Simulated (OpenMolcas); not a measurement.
**A workflow on H2S (hydrogen sulfide)**

We compute a series of 9 runs (HF/3-21G, CASSCF(8,6)/3-21G, CASPT2(8,6)/3-21G, CASPT2[IPEA 0](8,6)/3-21G, SC-NEVPT2(8,6)/3-21G, PC-NEVPT2(8,6)/3-21G, MC-PDFT[tPBE](8,6)/3-21G, MRCI(8,6)/3-21G, and more) of H2S (hydrogen sulfide). 

The calculation is run with OpenMolcas 26.06.

1 further run of the same task is left out (set aside as unsound or not needed).

### 1 The molecule

H2S: 3 atoms, total charge 0, spin state singlet. SMILES: `S`. The S1–H3 distance was set to 1.677 Å, away from the relaxed value.

Bond lengths: S1–H2 1.341 Å. A long bond or contact: S1–H3 1.677 Å.

### 2 The energy at HF/3-21G (run 1)

The input, step1.input:

```
>>> EXPORT MOLCAS_PRINT=2
&GATEWAY
BasLib = $CurrDir
Coord
3
bohr
S      1.45081645    -0.32402945     0.76809430
H      0.69946134     2.09160746     0.61408162
H     -1.12136348    -1.35512260    -0.76779572
Basis = 3-21G
Group = NoSym
&SEWARD
&SCF
PrOrbitals = 1 1
```

The basis set 3-21G is read from a file made from the Basis Set Exchange's data (not shown).

The run is started by

```
$ export MOLCAS_MEM=1860
$ pymolcas step1.input > step1.log
```

Log:

```text
--- Start Module: gateway ---
[...]
--- Stop Module: gateway /rc=_RC_ALL_IS_WELL_ ---
--- Start Module: seward ---
[...]
      Basis functions           17
--- Stop Module: seward /rc=_RC_ALL_IS_WELL_ ---
--- Start Module: scf ---
[...]
       Convergence after   9 Iterations
[...]
::    Total SCF energy                               -396.6755966707
[...]
      Total spin, S                                     0.0000000000
[...]
      Total electronic charge=   18.000000
      Total            charge=   -0.000000
[...]
      Dipole Moment (debye):
      Origin of the operator (angstrom)=    0.7156   -0.1497    0.3799
                   X= -1.2974E+00               Y=  9.0454E-01               Z= -6.2020E-01           Total=  1.6988E+00
      Quadrupole Moment (debye*angstrom):
[...]
--- Stop Module: scf /rc=_RC_ALL_IS_WELL_ ---
[...]
```

It took 1.5 s on 1 thread of Arm Neoverse V1, shared host; peak memory 0.37 GiB.

### 3 A single-point energy at CASSCF(8,6)/3-21G (run 2)

The input, step2.inp:

```
* H2S CASSCF

&GATEWAY
  BASLIB
  $CurrDir
  COORD
  3
  bohr
  S      1.45081645    -0.32402945     0.76809430
  H      0.69946134     2.09160746     0.61408162
  H     -1.12136348    -1.35512260    -0.76779572
  BASIS
  3-21G
  GROUP
  NoSym

&SEWARD

&RASSCF
  FILEORB
  $CurrDir/step1.ScfOrb
  SPIN
  1
  NACTEL
  8 0 0
  INACTIVE
  5
  RAS2
  6
  ORBLISTING
  Nothing
  ORBAPPEAR
  Compact
```

The basis set 3-21G is read from a file made from the Basis Set Exchange's data (not shown).

The run is started by

```
$ export MOLCAS_MEM=1860
$ pymolcas step2.inp > step2.log
```

Log:

```text
--- Start Module: gateway ---
[...]
--- Stop Module: gateway /rc=_RC_ALL_IS_WELL_ ---
--- Start Module: seward ---
[...]
      Basis functions           17
--- Stop Module: seward /rc=_RC_ALL_IS_WELL_ ---
--- Start Module: rasscf ---
[...]
      Number of active orbitals                  6
[...]
      Spin quantum number                      0.0
[...]
      Active orbitals                            6
[...]
      Number of CSFs                           105
[...]
      Number of root(s) required                 1
[...]
      Convergence after 10 iterations
[...]
      printout of CI-coefficients larger than  0.05 for root  1
      energy=    -396.727335
      conf/sym  111111     Coeff  Weight
             1  222200  -0.97329 0.94730
            31  220220   0.18873 0.03562
            52  202202   0.11310 0.01279
      Natural orbitals and occupation numbers for root  1
      sym 1:   1.997519   1.971086   1.925593   1.999246   0.076196   0.030359
      ************************************************************************************************************************
      *                                                    Final results                                                     *
[...]
::    RASSCF root number  1 Total energy:   -396.72733535
[...]
      Total electronic charge=   18.000000
      Total            charge=   -0.000000
[...]
      Dipole Moment (debye):
      Origin of the operator (angstrom)=    0.7156   -0.1497    0.3799
                   X= -1.1004E+00               Y=  8.9413E-01               Z= -5.1224E-01           Total=  1.5075E+00
      Quadrupole Moment (debye*angstrom):
[...]
--- Stop Module: rasscf /rc=_RC_ALL_IS_WELL_ ---
[...]
```

Run time: 1.7 s. Hardware: 1 thread of Arm Neoverse V1, shared host; peak memory 0.37 GiB.

### 4 A single-point energy at CASPT2(8,6)/3-21G (run 3)

The input, step3.inp:

```
&GATEWAY
BasLib = $CurrDir
Coord
3
bohr
S      1.45081645    -0.32402945     0.76809430
H      0.69946134     2.09160746     0.61408162
H     -1.12136348    -1.35512260    -0.76779572
Basis = 3-21G
Group = NoSym
&SEWARD
&RASSCF
FileOrb = $CurrDir/step2.RasOrb
Spin = 1
Nactel = 8 0 0
Inactive = 5
Ras2 = 6
OrbListing = Nothing
OrbAppear = Compact
&CASPT2
IPEA = 0.25
Imaginary = 0.1
Frozen = 5
```

The basis set 3-21G is read from a file made from the Basis Set Exchange's data (not shown).

The run is started by

```
$ export MOLCAS_MEM=1860
$ pymolcas step3.inp > step3.log
```

Log:

```text
--- Start Module: gateway ---
[...]
--- Stop Module: gateway /rc=_RC_ALL_IS_WELL_ ---
[...]
      Basis functions           17
[...]
--- Start Module: rasscf ---
[...]
      Number of active orbitals                  6
[...]
      Spin quantum number                      0.0
[...]
      Active orbitals                            6
[...]
      Number of CSFs                           105
[...]
      Number of root(s) required                 1
[...]
      Convergence after  4 iterations
[...]
      printout of CI-coefficients larger than  0.05 for root  1
      energy=    -396.727335
      conf/sym  111111     Coeff  Weight
             1  222200  -0.97329 0.94730
            31  220220   0.18873 0.03562
            52  202202   0.11310 0.01279
      Natural orbitals and occupation numbers for root  1
      sym 1:   1.997519   1.971086   1.925593   1.999246   0.076196   0.030360
      ************************************************************************************************************************
      *                                                    Final results                                                     *
[...]
::    RASSCF root number  1 Total energy:   -396.72733535
[...]
      Total electronic charge=   18.000000
      Total            charge=   -0.000000
[...]
      Dipole Moment (debye):
      Origin of the operator (angstrom)=    0.7156   -0.1497    0.3799
                   X= -1.1004E+00               Y=  8.9413E-01               Z= -5.1224E-01           Total=  1.5075E+00
      Quadrupole Moment (debye*angstrom):
[...]
--- Stop Module: rasscf /rc=_RC_ALL_IS_WELL_ ---
--- Start Module: caspt2 ---
[...]
 ###    WARNING: User changed nr of frozen orbitals.                         ###
 ###############################################################################
[...]
      E2 (Variational):          -0.0300432286
      Total energy:            -396.7573785744
[...]
      Reference weight:           0.98756
[...]
::    CASPT2 Root  1     Total energy:   -396.75737857
[...]
--- Stop Module: caspt2 /rc=_RC_ALL_IS_WELL_ ---
[...]
```

Wall time 1.7 s (1 thread of Arm Neoverse V1, shared host); peak memory 0.37 GiB.

Runs 4 to 8 aren't shown in full; the table further down has their settings and results.

### 5 A single-point energy at MRACPF(8,6)/3-21G (run 9)

The input, step9.input:

```
* H2S MR-ACPF
&GATEWAY
BasLib
$CurrDir
Coord
3
bohr
S      1.45081645    -0.32402945     0.76809430
H      0.69946134     2.09160746     0.61408162
H     -1.12136348    -1.35512260    -0.76779572
Basis
3-21G
Group
NoSym
&SEWARD
&RASSCF
FileOrb
$CurrDir/step2.RasOrb
Spin
1
Nactel
8 0 0
Inactive
5
Ras2
6
OrbListing
Nothing
OrbAppear
Compact
&MOTRA
LumOrb
Frozen
5
&GUGA
Electrons
8
Spin
1
Inactive
0
Active
6
CIAll
1
&MRCI
ACPF
```

The basis set 3-21G is read from a file made from the Basis Set Exchange's data (not shown).

The run is started by

```
$ export MOLCAS_MEM=1860
$ pymolcas step9.input > step9.log
```

Log:

```text
--- Start Module: gateway ---
[...]
--- Stop Module: gateway /rc=_RC_ALL_IS_WELL_ ---
[...]
      Basis functions           17
[...]
      Number of active orbitals                  6
[...]
      Spin quantum number                      0.0
[...]
      Active orbitals                            6
[...]
      Number of CSFs                           105
[...]
      Number of root(s) required                 1
[...]
      Convergence after  4 iterations
[...]
      printout of CI-coefficients larger than  0.05 for root  1
      energy=    -396.727335
      conf/sym  111111     Coeff  Weight
             1  222200  -0.97329 0.94730
            31  220220   0.18873 0.03562
            52  202202   0.11310 0.01279
      Natural orbitals and occupation numbers for root  1
      sym 1:   1.997519   1.971086   1.925593   1.999246   0.076196   0.030360
      ************************************************************************************************************************
      *                                                    Final results                                                     *
[...]
::    RASSCF root number  1 Total energy:   -396.72733535
[...]
      Dipole Moment (debye):
      Origin of the operator (angstrom)=    0.7156   -0.1497    0.3799
                   X= -1.1004E+00               Y=  8.9413E-01               Z= -5.1224E-01           Total=  1.5075E+00
      Quadrupole Moment (debye*angstrom):
[...]
      *** WARNING: Default frozen orbitals is overwritten by user input.
      *** Default values:   5
[...]
--- Start Module: guga ---
[...]
--- Stop Module: guga /rc=_RC_ALL_IS_WELL_ ---
--- Start Module: mrci ---
[...]
       USE THE DEFAULT ACPF G-VALUE GFAC=  0.25000000000000000
[...]
    MR ACPF CALCULATION.
[...]
            REFERENCE CI ENERGY:  -396.72733535
[...]
        ACPF CORRELATION ENERGY:    -0.03584506
                    ACPF ENERGY:  -396.76318040
[...]
      Total electronic charge=   18.000000
      Total            charge=    0.000000
[...]
  ACPF State   1     Total energy:   -396.76318040
[...]
--- Stop Module: mrci /rc=_RC_ALL_IS_WELL_ ---
[...]
```

Run time: 1.9 s. Hardware: 1 thread of Arm Neoverse V1, shared host; peak memory 0.37 GiB.

### 6 Overview of the runs

| run | level | active rule | inactive | energy (Eh) | dipole moment (D) of the reference | wall time |
| --- | --- | --- | --- | --- | --- | --- |
| 1 | HF/3-21G | – | – | -396.675597 | 1.70 | 1.5 s |
| 2 | CASSCF(8,6)/3-21G | full valence | 5 | -396.727335 | 1.51 | 1.7 s |
| 3 | CASPT2(8,6)/3-21G | full valence | 5 | -396.757379 | 1.51 | 1.7 s |
| 4 | CASPT2[IPEA 0](8,6)/3-21G | full valence | 5 | -396.757658 | 1.51 | 1.7 s |
| 5 | SC-NEVPT2(8,6)/3-21G | full valence | 5 | -396.754923 | 1.51 | 1.8 s |
| 6 | PC-NEVPT2(8,6)/3-21G | full valence | 5 | -396.755490 | 1.51 | 1.8 s |
| 7 | MC-PDFT[tPBE](8,6)/3-21G | full valence | 5 | -397.183916 | 1.51 | 1.9 s |
| 8 | MRCI(8,6)/3-21G | full valence | 5 | -396.762704 | 1.51 | 1.9 s |
| 9 | MRACPF(8,6)/3-21G | full valence | 5 | -396.763180 | 1.51 | 1.9 s |

### 7 Outcome

```
                                                quantity          value
                  run 9, MRACPF(8,6)/3-21G: total energy  -396.76318 Eh
run 9, MRACPF(8,6)/3-21G: dipole moment (CASSCF density)         1.51 D
```

Below the HF energy at the same shape and in the same basis (3-21G): CASSCF(8,6) -51.7 mEh; CASPT2(8,6) -81.8 mEh; CASPT2[IPEA 0](8,6) -82.1 mEh; SC-NEVPT2(8,6) -79.3 mEh; PC-NEVPT2(8,6) -79.9 mEh; MRCI(8,6) -87.1 mEh. Active-space methods hold only the correlation inside their space unless a perturbation or CI step follows. All runs together took 16 s, the longest 1.9 s.
